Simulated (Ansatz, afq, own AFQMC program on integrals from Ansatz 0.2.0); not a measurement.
AFQMC on a folder of integrals that Ansatz 0.2.0 wrote.

```yaml
crystal:
  periodic: [false, false, false]
  atoms:
    - {symbol: Zn, position_ang: [0.000000, 0.000000, 0.000000]}
basis:
  gaussian: {orbitals: def2-TZVPP}
magnetization: {spin_polarized: false}
correlation: {method: ccsd_t, electrons: outside_noble_gas, hamiltonian_folder: ham}
```

```sh
$ ansatz run in.yaml --threads 1 --pin off --events-out ev --progress --plain --max-ram 24576MiB --backend cuda --devices 0, --max-vram 18GiB
```

afq runs on the folder ham with

```
--method phaseless --trial cisd --walkers 4000 --populations 20 --least-time 60 --time-step 0.005 --steps-per-block 50 --equilibration-blocks 40 --max-blocks 4000 --target-error 0.00013 --factor-cut 1e-05 --seed 4984 --release-times 0.24,0.5,1,1.5 --release-step 0.02 --release-every 3 --taylor-order 6
```

Times are imaginary, in 1/Eh. The walk had a cap of 136 s. With eight or more populations the least sampling time is a fifth of least-time, and the error comes from their spread.

Log:

```
orbitals 55  electrons 6 6  factors 429 of 451
reference energy -1777.80706627 Eh
CCSD correlation -0.44949142 Eh in 9 cycles, weight of the determinant in the CISD state 0.9054
energy of the start -1778.256580 Eh
 block  time / (1/Eh)  mean weight  energy / Eh
     1     0.250  1.0003  -1778.260331
     2     0.500  0.9999  -1778.263421
     3     0.750  1.0000  -1778.265871
     4     1.000  1.0001  -1778.266347
     5     1.250  0.9993  -1778.267402
     7     1.750  0.9994  -1778.268678
     9     2.250  1.0005  -1778.267664
    13     3.250  0.9997  -1778.268802
    19     4.750  1.0006  -1778.267506
    25     6.250  0.9997  -1778.268090
    31     7.750  1.0001  -1778.269582
    34     8.500  1.0005  -1778.270966
    37     9.250  1.0005  -1778.268072
    43    10.750  1.0002  -1778.268975
    49    12.250  1.0000  -1778.268682
    55    13.750  1.0001  -1778.268663
    61    15.250  1.0007  -1778.270099
    67    16.750  1.0003  -1778.267932
    73    18.250  0.9993  -1778.268693
    79    19.750  0.9999  -1778.268222
    85    21.250  1.0000  -1778.267293
    91    22.750  1.0002  -1778.268982
    97    24.250  1.0004  -1778.268384
   103    25.750  1.0002  -1778.270302
   109    27.250  1.0001  -1778.268780
   115    28.750  1.0005  -1778.268865
   121    30.250  1.0005  -1778.269814
   124    31.000  0.9992  -1778.266649
   127    31.750  1.0003  -1778.269695
   133    33.250  1.0001  -1778.267580
   139    34.750  1.0005  -1778.267879
error from the spread of 20 populations
released: time / (1/Eh)  energy / Eh  error  mean overlap
  0.24  -1778.268813  0.000111  0.9975
  0.50  -1778.269065  0.000176  0.9939
  1.00  -1778.269102  0.000178  0.9837
  1.50  -1778.269180  0.000205  0.9686
energy -1778.269001 +/- 0.000137 Eh
(rows thinned)
```

The run passed its tests (sampling time, drift between the halves within three errors, error under three times the target), which doesn't prove that it has relaxed, ending at its cap on processor time.

Against this walk (error 3.7 meV) on the same determinant: CCSD(T) 28.4 meV lower, CCSDT(Q) 0.8 meV higher (within the noise). The error is statistical and leaves out the bias of the constraint. Released to 1.50 1/Eh the energy moves by -5 ± 7 meV (both errors), within twice the noise.

Cautions: constraint bias not in the error; error above the target (3.7 against 3.5 meV); no relativity below Rb; outer-core shells of the metal frozen.

The walk took 2.3 min on 1 × NVIDIA H100 80GB HBM3 with 2 threads of AMD EPYC 7R13 Processor (Zen 3), on a shared host (the card was shared). The log's last line is the phaseless energy.

CCSDT and higher add their correlation energy to the determinant of the CCSD(T) run, since their own runs factorise the integrals more tightly (a shift of under 2 meV). A walk keeps the symmetry of its determinant, which the program's search chose and which needn't be the lowest solution, so a lower state of the same spin and another symmetry isn't excluded.
